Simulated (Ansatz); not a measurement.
Reaction (hydrogen abstraction from the Si–H bond): `CO[SiH3]` + F• → `CO[SiH2]`• + H–F

Calculated with Ansatz (gas phase, PBE0-D4/def2-TZVP geometries, no zero-point term in ΔE). CCSD(T)/CBS adds triple-zeta CCSD(T) − MP2 to the extrapolated MP2 energy (def2 sets, frozen cores). This one scheme is used for every species, atoms too. DFT in def2-TZVPP. Open shells (•) are unrestricted, without spin–orbit coupling. Spin–orbit coupling would lower the free atoms: a little for F.

CCSD(T)/CBS gives -1.92 eV.

(1) Another level gave -1.78 eV. Which?
A. B2PLYP/def2-TZVPP
B. ωB97M-V/def2-TZVPP
C. PBE-D4/def2-TZVPP
D. HF/def2-TZVPP

Largest T1 diagnostic among the species: 0.015.

Results:

(1) B. ωB97M-V -1.78, PBE-D4 -2.19, HF/def2-TZVPP -0.80, B2PLYP -1.86 eV.

Leaving LDA and LC-ωPBE aside and taking each functional with its dispersion term where it has one, the values, not all of them listed here, spread over 0.69 eV, from PBE-D4 to BHLYP-D4. LDA lies −0.48 eV from PBE without D4. From r2SCAN to r2SCAN0 (25 % exact exchange), in def2-TZVPP and without D4, ΔE moves by +0.20 eV. At CCSD(T), def2-SVP lies +0.40 eV from the extrapolated value and def2-TZVPP +0.13 eV.

CCSD(T)/CBS has its own doubt, a few kJ/mol and more with outer-core shells, so smaller differences from it don't rank the levels.
